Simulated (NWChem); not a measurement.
System: trifluoromethane (CHF$_{3}$); SMILES FC(F)F

NWChem printed, in part:

```
             Northwest Computational Chemistry Package (NWChem) 7.3.0
             --------------------------------------------------------

                             Geometry "geometry" -> ""
                             -------------------------

 Output coordinates in angstroms (scale by  1.889725989 to convert to a.u.)

  No.       Tag          Charge          X              Y              Z
 ---- ---------------- ---------- -------------- -------------- --------------
    1 F                    9.0000     0.88049800     0.88049800    -0.12601200
    2 C                    6.0000     0.00000000     0.00000000     0.33399500
    3 F                    9.0000     0.32228500    -1.20278300    -0.12601200
    4 F                    9.0000    -1.20278300     0.32228500    -0.12601200
    5 H                    1.0000     0.00000000     0.00000000     1.43717000

 Effective nuclear repulsion energy (a.u.)     134.2281629385

                                 NWChem DFT Module
                                 -----------------

 Summary of "ao basis" -> "ao basis" (spherical)
 ------------------------------------------------------------------------------
       Tag                 Description            Shells   Functions and Types
 ---------------- ------------------------------  ------  ---------------------
 F                          def2-svp                 6       14   3s2p1d
 C                          def2-svp                 6       14   3s2p1d
 H                          def2-svp                 3        5   2s1p

 in cosmo_initialize ...
 calling solv_data for solv:dcm

 solvent parameters
 solvname_short: dcm
 solvname_long:  dichloromethane
 dielec:        8.9300
 dielecinf:     2.0283
 nonaqueous SMD model solvent descriptors
 dielec:        8.9300
 sola:          0.1000
 solb:          0.0500
 solc:          0.0000
 solg:         39.1500
 solh:          0.6670
 soln:          1.4242

          ---------------
          -cosmo- solvent
          ---------------
 Cosmo: York-Karplus, doi: 10.1021/jp992097l
 dielectric constant -eps-     =   8.93
 screen = (eps-1)/(eps    )    =   0.88802
 surface charge correction     = lagrangian

   van der Waals surface
 --------------------------

 ---------- ATOMIC COORDINATES (A.U.) ------------ VDWR(ANG.) --
     1    1.66389995    1.66389995   -0.23812815     1.730
     2    0.00000000    0.00000000    0.63115903     1.850
     3    0.60903034   -2.27293029   -0.23812815     1.730
     4   -2.27293029    0.60903034   -0.23812815     1.730
     5    0.00000000    0.00000000    2.71585750     1.200
 number of segments per atom =        128
 number of   points per atom =        128
 atom (   nspa,  nppa )
 ----------------------
    1 (     80,     0 )       0
    2 (     23,     0 )       0
    3 (     81,     0 )       0
    4 (     81,     0 )       0
    5 (     56,     0 )       0
 number of -cosmo- surface points =      321
 molecular surface =     79.250 angstrom**2
 molecular volume  =     59.167 angstrom**3
 -lineq- algorithm             =   0
 -bem- low  level              =   3
 -bem- from -octahedral-
 gaussian surface charge width =   4.50000
 degree of switching           =   1.00000
 switching function tolerance  =   0.00010
 atomic radii =
 --------------
    1  9.000  1.730
    2  6.000  1.850
    3  9.000  1.730
    4  9.000  1.730
    5  1.000  1.200
 ...... end of -cosmo- initialization ......

 nat:                     5
 ixmem:                  1509
 calling mnsol_interface()
 G(SMD-CDS) energy (kcal/mol)  =     1.016
 SMD-CDS SASA (angstrom**2)    =    92.275

            General Information
            -------------------
          SCF calculation type: DFT
          Wavefunction type:  closed shell.
          No. of atoms     :     5
          No. of electrons :    34
           Alpha electrons :    17
            Beta electrons :    17
          Charge           :     0
          Spin multiplicity:     1
          Use of symmetry is: off; symmetry adaption is: off
          Maximum number of iterations: 150
          AO basis - number of functions:    61
                     number of shells:    27
          Convergence on energy requested:  1.00D-06
          Convergence on density requested:  1.00D-05
          Convergence on gradient requested:  5.00D-04

              XC Information
              --------------
                         PBE0 Method XC Functional
                     Hartree-Fock (Exact) Exchange  0.250
          PerdewBurkeErnzerhof Exchange Functional  0.750
            Perdew 1991 LDA Correlation Functional  1.000 local
           PerdewBurkeErnz. Correlation Functional  1.000 non-local

             Grid Information
             ----------------
          Grid used for XC integration:  medium
          Radial quadrature: Mura-Knowles
          Angular quadrature: Lebedev.
          Tag              B.-S. Rad. Rad. Pts. Rad. Cut. Ang. Pts.
          ---              ---------- --------- --------- ---------
          F                   0.50       49           7.0       434
          C                   0.70       49           6.0       434
          H                   0.35       45           6.0       434
          Grid pruning is: on
          Number of quadrature shells:   241
          Spatial weights used:  Erf1

      Superposition of Atomic Density Guess
      -------------------------------------

 Sum of atomic energies:        -336.00162364

      Non-variational initial energy
      ------------------------------

 Total energy =    -337.118003
 1-e energy   =    -735.325854
 2-e energy   =     263.979688
 HOMO         =      -0.458248
 LUMO         =       0.197937

   convergence    iter        energy       DeltaE   RMS-Dens  Diis-err
 ---------------- ----- ----------------- --------- --------- ---------
     COSMO gas phase
 d= 0,ls=0.0,diis     1   -337.5102796116 -4.72D+02  2.17D-02  1.36D+00
 d= 0,ls=0.0,diis     2   -337.4514396419  5.88D-02  1.16D-02  2.39D+00
 d= 0,ls=0.0,diis     3   -337.6529520733 -2.02D-01  1.21D-03  1.51D-02
 d= 0,ls=0.0,diis     4   -337.6539530166 -1.00D-03  3.79D-04  1.92D-03
 d= 0,ls=0.0,diis     5   -337.6541100188 -1.57D-04  3.43D-05  5.11D-06
 d= 0,ls=0.0,diis     6   -337.6541106790 -6.60D-07  3.84D-06  5.33D-08

   convergence    iter        energy       DeltaE   RMS-Dens  Diis-err
 ---------------- ----- ----------------- --------- --------- ---------
     COSMO solvation phase
 d= 0,ls=0.0,diis     1   -337.6566878902 -2.58D-03  1.50D-03  2.11D-03
 d= 0,ls=0.0,diis     2   -337.6571633893 -4.75D-04  2.73D-04  5.26D-04
 d= 0,ls=0.0,diis     3   -337.6571910761 -2.77D-05  1.27D-04  2.24D-04
 d= 0,ls=0.0,diis     4   -337.6572089753 -1.79D-05  2.65D-05  2.22D-06
 d= 0,ls=0.0,diis     5   -337.6572092138 -2.38D-07  4.40D-06  9.95D-08

         Total DFT energy =     -337.657209213768
      One electron energy =     -735.711626669840
           Coulomb energy =      300.825728859166
    Exchange-Corr. energy =      -36.883269255986
 Nuclear repulsion energy =      134.228162938459

             COSMO energy =       -0.116205085567

 Numeric. integr. density =       34.000003235757

                                COSMO-SMD solvation results
                                ---------------------------

             internal energy in gas <Psi(g)|H|Psi(g)> =      -337.654110678979
         internal energy in solvent <Psi(s)|H|Psi(s)> =      -337.653519397817
                               delta internal energy  =         0.000591281162 (    0.37 kcal/mol)
   total free energy in solvent <Psi(s)|H+V/2|Psi(s)> =      -337.658827992599
 polarization energy contribution <Psi(s)|V/2|Psi(s)> =        -0.005308594782 (   -3.33 kcal/mol)
    total free energy in solvent including G(SMD-CDS) =      -337.657209213768
                       G(SMD-CDS) energy contribution =         0.001618778831 (    1.02 kcal/mol)
     1 M fixed-concentration free energy of solvation =        -0.003098534789 (   -1.94 kcal/mol)

                       DFT Final Molecular Orbital Analysis
                       ------------------------------------

 Vector   15  Occ=2.000000D+00  E=-4.491077D-01
              MO Center= -2.7D-01, -2.7D-01, -8.6D-02, r^2= 1.9D+00
   Bfn.  Coefficient  Atom+Function         Bfn.  Coefficient  Atom+Function
  ----- ------------  ---------------      ----- ------------  ---------------
    34      0.328525  3 F  pz                48     -0.328520  4 F  pz
    33     -0.254813  3 F  py                46      0.254807  4 F  px
    37     -0.220513  3 F  pz                51      0.220510  4 F  pz
    32      0.192236  3 F  px                47     -0.192240  4 F  py
    36      0.176375  3 F  py                49     -0.176371  4 F  px

 Vector   16  Occ=2.000000D+00  E=-4.267612D-01
              MO Center= -3.9D-04, -3.9D-04, -1.2D-01, r^2= 2.0D+00
   Bfn.  Coefficient  Atom+Function         Bfn.  Coefficient  Atom+Function
  ----- ------------  ---------------      ----- ------------  ---------------
    32      0.395290  3 F  px                47     -0.395290  4 F  py
     4     -0.289178  1 F  px                 5      0.289178  1 F  py
    35     -0.268182  3 F  px                50      0.268182  4 F  py
     7      0.196205  1 F  px                 8     -0.196205  1 F  py
    33      0.105860  3 F  py                46     -0.105860  4 F  px

 Vector   17  Occ=2.000000D+00  E=-3.961379D-01
              MO Center= -1.3D-04, -1.3D-04,  3.7D-01, r^2= 1.9D+00
   Bfn.  Coefficient  Atom+Function         Bfn.  Coefficient  Atom+Function
  ----- ------------  ---------------      ----- ------------  ---------------
    57      0.354990  5 H  s                  6      0.321102  1 F  pz
    34      0.321231  3 F  pz                48      0.321231  4 F  pz
    20      0.276626  2 C  pz                 9     -0.219559  1 F  pz
    37     -0.219631  3 F  pz                51     -0.219631  4 F  pz
    58      0.154644  5 H  s                 17      0.132543  2 C  s

 Vector   18  Occ=0.000000D+00  E= 1.186023D-01
              MO Center=  1.3D-04,  1.3D-04,  1.8D+00, r^2= 2.1D+00
   Bfn.  Coefficient  Atom+Function         Bfn.  Coefficient  Atom+Function
  ----- ------------  ---------------      ----- ------------  ---------------
    58      2.115111  5 H  s                 17     -1.271431  2 C  s
    23     -0.898805  2 C  pz                20     -0.390350  2 C  pz
    16     -0.280307  2 C  s                  9      0.103488  1 F  pz
    37      0.103668  3 F  pz                51      0.103668  4 F  pz
    15      0.101343  2 C  s                 57      0.088979  5 H  s

 Vector   19  Occ=0.000000D+00  E= 1.765085D-01
              MO Center=  3.6D-02,  3.6D-02,  4.6D-01, r^2= 1.8D+00
   Bfn.  Coefficient  Atom+Function         Bfn.  Coefficient  Atom+Function
  ----- ------------  ---------------      ----- ------------  ---------------
    21      0.826632  2 C  px                22     -0.826631  2 C  py
    31     -0.598491  3 F  s                 45      0.598492  4 F  s
    18      0.415743  2 C  px                19     -0.415742  2 C  py
    36     -0.289598  3 F  py                49      0.289598  4 F  px
     7     -0.189080  1 F  px                 8      0.189080  1 F  py

 Vector   20  Occ=0.000000D+00  E= 1.766098D-01
              MO Center= -3.6D-02, -3.6D-02,  4.6D-01, r^2= 1.8D+00
   Bfn.  Coefficient  Atom+Function         Bfn.  Coefficient  Atom+Function
  ----- ------------  ---------------      ----- ------------  ---------------
    21      0.826212  2 C  px                22      0.826212  2 C  py
     3     -0.691060  1 F  s                 18      0.415978  2 C  px
    19      0.415978  2 C  py                31      0.345062  3 F  s
    45      0.345062  4 F  s                 35     -0.263008  3 F  px
    50     -0.263008  4 F  py                 7      0.215642  1 F  px

     Multipole analysis of the density
     ---------------------------------

     L   x y z        total         alpha         beta         nuclear
     -   - - -        -----         -----         ----         -------
     0   0 0 0     -0.000000    -17.000000    -17.000000     34.000000

     1   1 0 0     -0.000309     -0.000154     -0.000154      0.000000
     1   0 1 0     -0.000309     -0.000154     -0.000154      0.000000
     1   0 0 1      0.702588      0.314618      0.314618      0.073352

     2   2 0 0    -16.289146    -45.520192    -45.520192     74.751238
     2   1 1 0      0.000386      0.000211      0.000211     -0.000036
     2   1 0 1     -0.000175     -0.000088     -0.000088     -0.000000
     2   0 2 0    -16.289146    -45.520192    -45.520192     74.751238
     2   0 1 1     -0.000175     -0.000088     -0.000088     -0.000000
     2   0 0 2    -13.392974    -12.345031    -12.345031     11.297088
```

Level: PBE0/def2-SVP, SMD on the gas-phase geometry. Structure relaxed at the PBE0/def2-SVP level. Solvent: dichloromethane.

### Question
Write an input that gives this output.

### Answer
Several could match; the one computed here: the input that was run:
```
start job
memory heap 200 mb stack 900 mb global 1100 mb
geometry units angstroms noautosym nocenter noautoz
  F      0.880498     0.880498    -0.126012
  C      0.000000     0.000000     0.333995
  F      0.322285    -1.202783    -0.126012
  F     -1.202783     0.322285    -0.126012
  H      0.000000     0.000000     1.437170
end
basis spherical
  F library def2-svp
  C library def2-svp
  H library def2-svp
end
dft
  xc pbe0
  iterations 150
end
cosmo
  do_cosmo_smd true
  solvent dcm
end
task dft energy
```
